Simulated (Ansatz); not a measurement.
A run of Ansatz (development build ahead of 0.2.0) on singlet CH₂ at this shape:

```yaml
atoms:
  - { symbol: C, position_ang: [0.0429, 0.0231, -0.1909] }
  - { symbol: H, position_ang: [-0.0360, 0.8966, 0.5370] }
  - { symbol: H, position_ang: [0.0445, -0.8464, 0.5222] }
```

Its results:

```yaml
Converged: yes
Total_energy: -38.88345 hartree
Spin_squared_of_the_determinant: 0.000
```

Task: Which input gives this output? Name the method, the orbitals and the basis set, and write the input.

Result: RHF in aug-cc-pVDZ. An unrestricted run that stays on the closed shell gives the same numbers.

```yaml
crystal:
  periodic: [false, false, false]
  atoms:
    - { symbol: C, position_ang: [0.04292, 0.02306, -0.19086] }
    - { symbol: H, position_ang: [-0.03596, 0.89658, 0.53698] }
    - { symbol: H, position_ang: [0.04455, -0.84642, 0.52225] }
basis:
  gaussian: { orbitals: aug-cc-pVDZ }
hamiltonian:
  xc: hf
```

Caution: in another basis set an unrestricted determinant lies well below; another spin multiplicity may lie lower.
